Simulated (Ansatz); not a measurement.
Relaxation of CH$_{5}$BCl (8 atoms, charge 0, multiplicity 2), to a largest force component of 0.03 eV/Å in at most 50 steps.

All numbers below come from Ansatz 0.2.0, UKS B3LYP-D4/def2-SVP.

```xyz
8
Properties=species:S:1:pos:R:3:forces:R:3
B 0.122 0.003 -0.357 0.03 0.00 -0.19
H -0.030 0.000 2.034 0.29 0.01 -1.67
Cl 1.606 -0.005 -1.271 0.00 0.00 -0.01
C -1.324 0.006 -0.922 0.04 0.00 0.11
H -1.845 -0.900 -0.566 -0.02 -0.04 0.01
H -1.886 0.852 -0.492 -0.03 0.04 0.02
H -1.391 0.048 -2.018 0.01 0.01 -0.13
H -0.146 -0.003 2.747 -0.31 -0.01 1.85
```

Question: Where does it end, and by what steps?

Answer: The forces met the threshold. The force dipped under the threshold on the way, but the program's further checks kept it going. After 4 steps the energy has fallen by 0.076 eV; H8 moved furthest, 0.43 Å.

| step | energy less start (eV) | largest force component (eV/Å) | accepted |
| --- | --- | --- | --- |
| 0 | 0.0000 | 1.845 | yes |
| 1 | -0.0666 | 0.049 | yes |
| 2 | -0.0744 | 0.051 | yes |
| 3 | -0.0761 | 0.024 | yes |
| 4 | -0.0763 | 0.017 | yes |

```xyz
8
Properties=species:S:1:pos:R:3
B 0.169 0.007 -0.556
H -0.031 0.000 2.427
Cl 1.586 -0.010 -1.568
C -1.313 0.007 -1.019
H -1.807 -0.904 -0.635
H -1.850 0.851 -0.553
H -1.448 0.051 -2.114
H -0.199 -0.002 3.172
```

Whether the end is a true minimum wasn't checked by a vibrational analysis.

Run time: 10 s on 2 threads of Arm Neoverse V1, with other jobs on the host, peak memory 0.16 GiB.
